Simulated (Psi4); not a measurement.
# SiH2Cl2 (SiCl2H2): CCSD/aug-cc-pVDZ

Aim: the energy change on altering one bond length of SiH2Cl2 (SiCl2H2) at CCSD/aug-cc-pVDZ, from 2 runs. 

The calculation is run with Psi4 1.11.

3 further runs of the same task are left out: 3 set aside as unsound or not needed.

### 1 The molecule

SiH2Cl2: 5 atoms, total charge 0, spin state singlet. As SMILES, `[H][Si]([H])(Cl)Cl`. The coordinates come from a GFN2-xTB relaxation.

Bond lengths: Si1–Cl2 2.009 Å, Si1–Cl3 2.010 Å, Si1–H4 1.455 Å, Si1–H5 1.455 Å. Angles: Cl2–Si1–Cl3 109.6°, Cl2–Si1–H4 108.7°, Cl2–Si1–H5 108.7°, Cl3–Si1–H4 108.7°, Cl3–Si1–H5 108.7°, H4–Si1–H5 112.4°.

### 2 A single-point energy at CCSD/aug-cc-pVDZ

cl2h2si.xyz

```xyz
5
Cl2H2Si
Si    -0.114410     0.000100    -0.080100
Cl    -0.106910    -0.020950     1.929170
Cl     1.776060     0.014740    -0.761640
H     -0.781060     1.211900    -0.531030
H     -0.773670    -1.205780    -0.556400
```

run.py

```python
import numpy as np
from ase.calculators.psi4 import Psi4
from ase.io import read

a = read('cl2h2si.xyz')
calc = Psi4(atoms=a, method='ccsd', basis='aug-cc-pVDZ', memory='1600MB', num_threads=1, charge=0, multiplicity=1, label='cl2h2si', reference='rhf')
calc.psi4.set_options({'puream': True, 'e_convergence': 1e-09, 'd_convergence': 1e-08, 'scf_type': 'pk', 'num_frozen_docc': 15})
a.calc = calc

print(f'energy: {a.get_potential_energy():.6f} eV')
```

The run is started by

```
python run.py
```

cl2h2si.dat:

```text
[...]
  Running in c1 symmetry.
[...]
  Nuclear repulsion =  195.016513993426116
[...]
  Multiplicity = 1
[...]
  Nalpha       = 25
  Nbeta        = 25
[...]
    Number of basis functions: 99
[...]
   @RHF iter   1: -1209.18036025319179   -1.45115e-01   1.67821e-03 DIIS/ADIIS
[...]
   @RHF iter  10: -1209.20433167945339   -5.68434e-12   3.21028e-09 DIIS
[...]
    Orbital Energies [Eh]
    ---------------------
    Doubly Occupied:
       1A   -104.841034     2A   -104.841033     3A    -68.874540
       4A    -10.570793     5A    -10.570787     6A     -8.038084
       7A     -8.038079     8A     -8.035325     9A     -8.035320
      10A     -8.035266    11A     -8.035261    12A     -6.216488
      13A     -4.323964    14A     -4.322725    15A     -4.321481
      16A     -1.138293    17A     -1.106009    18A     -0.737421
      19A     -0.569992    20A     -0.566475    21A     -0.563924
      22A     -0.485936    23A     -0.485444    24A     -0.468259
      25A     -0.454436
[...]
  @RHF Final Energy: -1209.20433167945339
   => Energetics <=
    Nuclear Repulsion Energy =            195.0165139934261163
    One-Electron Energy =               -2061.0889545109139362
    Two-Electron Energy =                 656.8681088380344590
    Total Energy =                      -1209.2043316794533894
[...]
 Multipole Moments:
 ------------------------------------------------------------------------------------
     Multipole            Electronic (a.u.)      Nuclear  (a.u.)        Total (a.u.)
 ------------------------------------------------------------------------------------
 L = 1.  Multiply by 2.5417464519 to convert [e a0] to [Debye]
 Dipole X            :          2.5844118           -3.0233348           -0.4389230
 Dipole Y            :         -0.0106667            0.0115616            0.0008949
 Dipole Z            :          1.8077962           -2.1146879           -0.3068917
 Magnitude           :                                                    0.5355714
[...]
      * MP2 total energy                      = -1209.597651455470441
[...]
      * CCSD total energy                     = -1209.635997612174606
```

Standard output:

```text
energy: -32915.872080 eV
```

Wall time 36 s (1 thread of Intel Xeon Platinum 8488C (Sapphire Rapids), shared host); peak memory 0.82 GiB.

### 3 The distorted shape, same level

calc.in

```
memory 1600 mb

molecule {
  0 1
  Si    -0.116660     0.006415    -0.682868
  Cl    -0.106910    -0.020950     1.929170
  Cl     1.773810     0.021055    -1.364408
  H     -0.783310     1.218215    -1.133798
  H     -0.775920    -1.199465    -1.159168
  symmetry c1
  no_reorient
  no_com
}

set puream true
set e_convergence 1e-09
set d_convergence 1e-08
set scf_type pk
set num_frozen_docc 15

E = energy('ccsd/aug-cc-pVDZ')
print_variables()
```

The run is started by

```
psi4 -i calc.in -o calc.out -n 1
```

calc.out:

```text
[...]
  Running in c1 symmetry.
[...]
  Nuclear repulsion =  173.293743332235294
[...]
  Multiplicity = 1
[...]
  Nalpha       = 25
  Nbeta        = 25
[...]
    Number of basis functions: 99
[...]
   @RHF iter   1: -1209.11132518256022   -5.40226e-01   2.34098e-03 ADIIS/DIIS
[...]
   @RHF iter  11: -1209.15669856729460   -8.86757e-12   6.71851e-09 DIIS
[...]
    Orbital Energies [Eh]
    ---------------------
    Doubly Occupied:
       1A   -104.871238     2A   -104.809626     3A    -68.924917
       4A    -10.600095     5A    -10.530956     6A     -8.067392
       7A     -8.064565     8A     -8.064412     9A     -7.997937
      10A     -7.995772    11A     -7.995760    12A     -6.260933
      13A     -4.367910    14A     -4.366496    15A     -4.366037
      16A     -1.148438    17A     -1.027946    18A     -0.756947
      19A     -0.582052    20A     -0.576580    21A     -0.528456
      22A     -0.491939    23A     -0.450412    24A     -0.429967
      25A     -0.429786
[...]
  @RHF Final Energy: -1209.15669856729460
   => Energetics <=
    Nuclear Repulsion Energy =            173.2937433322352945
    One-Electron Energy =               -2017.4877467871365297
    Two-Electron Energy =                 635.0373048876062967
    Total Energy =                      -1209.1566985672948249
[...]
 Multipole Moments:
 ------------------------------------------------------------------------------------
     Multipole            Electronic (a.u.)      Nuclear  (a.u.)        Total (a.u.)
 ------------------------------------------------------------------------------------
 L = 1.  Multiply by 2.5417464519 to convert [e a0] to [Debye]
 Dipole X            :        -47.8516468           47.5168422           -0.3348046
 Dipole Y            :         -0.1940308            0.2085218            0.0144910
 Dipole Z            :          2.6991396           -4.2559731           -1.5568335
 Magnitude           :                                                    1.5924933
[...]
      * MP2 total energy                      = -1209.553970335284475
[...]
      * CCSD total energy                     = -1209.593729970768436
[...]
```

It took 38 s on 1 thread of Intel Xeon Platinum 8488C (Sapphire Rapids), shared host; peak memory 0.8 GiB.

### 4 What came out

Level: CCSD/aug-cc-pVDZ, 15 core orbitals frozen.

| quantity | value |
| --- | --- |
| first shape: total energy | -1209.63600 Eh |
| first shape: HOMO energy (Hartree–Fock orbitals) | -12.37 eV |
| first shape: LUMO energy (Hartree–Fock orbitals) | 1.20 eV |
| first shape: HOMO–LUMO gap (Hartree–Fock orbitals) | 13.56 eV |
| first shape: correlation energy (15 core orbitals frozen) | -431.7 mEh |
| first shape: T1 diagnostic | 0.009 |
| distorted shape: total energy | -1209.59373 Eh |
| distorted shape: HOMO energy (Hartree–Fock orbitals) | -11.70 eV |
| distorted shape: LUMO energy (Hartree–Fock orbitals) | 0.48 eV |
| distorted shape: HOMO–LUMO gap (Hartree–Fock orbitals) | 12.18 eV |
| distorted shape: correlation energy (15 core orbitals frozen) | -437.0 mEh |
| distorted shape: T1 diagnostic | 0.012 |
| energy change with the Si1–Cl2 bond stretched from 2.009 to 2.612 Å | 1.150 eV |

What this shows: With the Si1–Cl2 bond stretched from 2.009 to 2.612 Å the energy rises by 1.15 eV (27 kcal/mol). The first shape isn't relaxed at this level, so the change isn't measured from a minimum.
